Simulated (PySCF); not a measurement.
## SMILES CCC(=O)CC, C$_{5}$H$_{10}$O

Cartesian coordinates in Å; atom numbers follow the order of the lines, from 1:
```xyz
16

C     2.4946    0.0714   -0.0010
C     1.1594    0.0522   -0.7173
C    -0.0316    0.1051    0.2177
O     0.0939    0.3424    1.3957
C    -1.3886   -0.1560   -0.4034
C    -2.5491    0.1633    0.5173
H     2.6126   -0.8165    0.6374
H     3.3293    0.0946   -0.7164
H     2.5695    0.9500    0.6549
H     1.0615    0.9186   -1.3978
H     1.0529   -0.8309   -1.3715
H    -1.3975   -1.2223   -0.6974
H    -1.4513    0.3977   -1.3565
H    -3.5096   -0.1052    0.0544
H    -2.5735    1.2350    0.7642
H    -2.4513   -0.3822    1.4663
```

Method: quadratic response CAM-B3LYP/def2-TZVPD first hyperpolarisability, Taylor convention, gas phase in PySCF. Geometry: PBE0-D3(BJ)/def2-SVP.

(1) Give the tensor of the second harmonic β(−2ω;ω,ω) at 1064 nm in the axes of these coordinates.

Results:

(1) In au, Taylor convention; rows are the first index (the induced dipole):
|  | xx | yy | zz | xy | xz | yz |
| --- | --- | --- | --- | --- | --- | --- |
| x | +0.8 | +1.2 | +3.9 | +0.7 | +2.4 | +1.4 |
| y | +0.6 | +3.9 | +6.3 | +1.1 | +1.3 | +7.4 |
| z | +2.2 | +7.5 | +44.2 | +1.3 | +4.0 | +6.3 |

Norm of βᵢ = ⅓ Σⱼ (βᵢⱼⱼ + βⱼᵢⱼ + βⱼⱼᵢ): 55.4 au, hyper-Rayleigh value 21.4 au.
